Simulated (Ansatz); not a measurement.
Two structures of Si$_{2}$H$_{7}$F, singlet, reached by relaxing down either side of one saddle point (PBE0-D4/def2-TZVP). Energies are electronic, without zero-point energy. Ansatz 0.2.0; basis: def2-TZVPP and def2-QZVPP; cores frozen in the correlated methods. Extrapolation: Hartree–Fock as exp(−7.88 √X), correlation as X^−2.97. First:

```
10
angstrom
Si -1.2618 -0.0102 0.0376
H -1.1050 -1.0696 -1.0117
H -2.0818 1.0673 -0.5744
H -2.0205 -0.6344 1.1524
Si 0.8137 0.7976 0.7602
H 0.5097 -1.5000 -1.5053
F 1.4228 -1.5916 -1.6350
H 0.5622 1.8339 1.7977
H 1.6129 -0.3035 1.3533
H 1.5478 1.4105 -0.3748
```

Second:

```tsv
atom	x (Å)	y (Å)	z (Å)
Si1	-0.9019	0.6426	-0.5834
H2	-0.0816	-3.0501	-0.0772
H3	-1.3239	1.9799	-1.0768
H4	-2.0493	0.0009	0.1097
Si5	0.9640	0.8092	0.8229
H6	-0.1364	-2.7002	-0.7344
F7	-0.5415	-0.2554	-1.8677
H8	0.5990	1.6828	1.9716
H9	1.3613	-0.5274	1.3369
H10	2.1104	1.4178	0.0983
```

(1) Which bonds change from the first to the second?

(2) Give the saddle point's structure and its height above each. (Judge from chemistry; the value comes from the calculation.)

No T1 diagnostic of these runs exceeds 0.015.

Answers

(1) Si₂H₆ ([SiH3][SiH3]) + HF → Si₂H₅F ([F][SiH2][SiH3]) + H₂; bonds formed: Si1–F7, H2–H6; bonds broken: Si1–H2, H6–F7.

(2) By the calculation: 1.574 eV above the first and 2.532 eV above the second (CCSD(T) at an estimated basis limit (MP2 extrapolated from triple and quadruple zeta, plus CCSD(T) − MP2 in triple zeta)).
Si1  (-0.827, -0.117, -0.303)
H2  (-0.916, -1.802, -0.502)
H3  (-1.564, 0.635, -1.341)
H4  (-1.872, -0.393, 0.740)
Si5  (0.954, 0.852, 0.857)
H6  (-0.235, -1.584, -1.136)
F7  (0.458, -0.721, -1.671)
H8  (0.429, 1.708, 1.954)
H9  (1.769, -0.240, 1.452)
H10  (1.805, 1.661, -0.050)
(Å)

Labels in which every atom is bracketed show which atoms are joined, not bond orders.

For scale, one of the runs: CCSD(T)/def2-TZVPP, 213 basis functions (an equivalent command: `ansatz run in.yaml --threads 4`). Hardware: 4 CPU threads, shared host. Wall time 78 s; peak host memory 2.9 GiB.
